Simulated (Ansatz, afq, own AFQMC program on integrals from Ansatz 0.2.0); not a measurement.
Where AFQMC and coupled cluster stand for Mo⁺, sextet

A free Mo cation.

Basis def2-TZVPP with its core potentials. Noble-gas cores (and the filled d shells of Ga–Kr and In–Xe) are frozen. Integrals, coupled cluster, full CI and functionals: Ansatz 0.2.0; the random walks run on the same integrals in our own AFQMC program. The CISD trial takes its coefficients from CCSD amplitudes. Released means that phaseless walkers are propagated on without the constraint, phases kept. Free AFQMC starts from the CCSD state and is never constrained. Its projection time is finite, and what remains of the start isn't in its error. Error bars are statistical, one sigma. No spin–orbit coupling. The metal's outer-core s and p shells are frozen, which shifts wave-function levels against functionals.

Determinant: UHF, the one that the program's search chose, which needn't be the lowest solution.

Full CI on the same integrals is exact in this basis and with this determinant's frozen core.

Cautions: no spin-orbit coupling; outer-core shells of the metal frozen.

```
T1 diagnostic                               : 0.0020
weight of the determinant in the CISD state : 0.976
⟨S²⟩ of the determinant                     : 8.752
size of the correlated space                : 5 electrons in 52 orbitals
```

```json
{"level": "MP2", "correlation energy (eV)": "-1.5713"}
{"level": "CCSD", "correlation energy (eV)": "-1.7599"}
{"level": "CCSD(T)", "correlation energy (eV)": "-1.7888"}
```

Q: Estimate where AFQMC with the constraint released lies against CCSD(T) on the same integrals.

A: 0.11 ± 0.03 kcal/mol below CCSD(T).

Reference: full CI, correlation energy -1.793 eV. The released energy is read at 4.20 1/Eh (meV from the phaseless value at times in 1/Eh: -3.1 ± 0.4 at 0.60, -4.0 ± 0.5 at 1.20, -4.3 ± 0.8 at 2.00, -4.4 ± 0.7 at 3.00, -4.8 ± 1.3 at 4.20).

| level | E − E(reference) (kcal/mol) | share of correlation (%) |
| --- | --- | --- |
| CCSD(T) | 0.11 | 99.74 |
| CCSDT | 0.00 | 99.99 |
| CCSDT(Q) | 0.00 | 100.00 |
| ph-AFQMC/HF | 1.32 ± 0.23 | 96.81 |
| ph-AFQMC/CISD | 0.11 ± 0.01 | 99.74 |
| released AFQMC | 0.00 ± 0.03 | 100.01 |
| free AFQMC | 0.00 ± 0.006 | 100.01 |

CCSDT and higher add their correlation energy to the determinant of the CCSD(T) run, since their own runs factorise the integrals more tightly (a shift of under 2 meV). Free projections are given only where their last times agree within the noise and don't stop above the reference; a slow remainder of the start can still hide under it. A walk keeps the symmetry of its determinant, which the program's search chose and which needn't be the lowest solution, so a lower state of the same spin and another symmetry isn't excluded. Released energies are given only where the last usable release times agree within the noise; a slower fall can still hide under it.
